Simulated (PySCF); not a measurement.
C2F4, SMILES FC(F)=C(F)F. Geometry optimised at r2SCAN-D4/def2-SVP.

Computed equilibrium geometry at r2SCAN-D4/def2-SVP (PySCF confirms it by a frequency run) as Cartesian coordinates in Å, and its point group:
point group D2h.
```xyz
6

F      0.0000     1.1018    -1.3861
C      0.0000     0.0000    -0.6670
F      0.0000    -1.1018    -1.3861
C      0.0000     0.0000     0.6670
F      0.0000    -1.1018     1.3861
F      0.0000     1.1018     1.3861
```
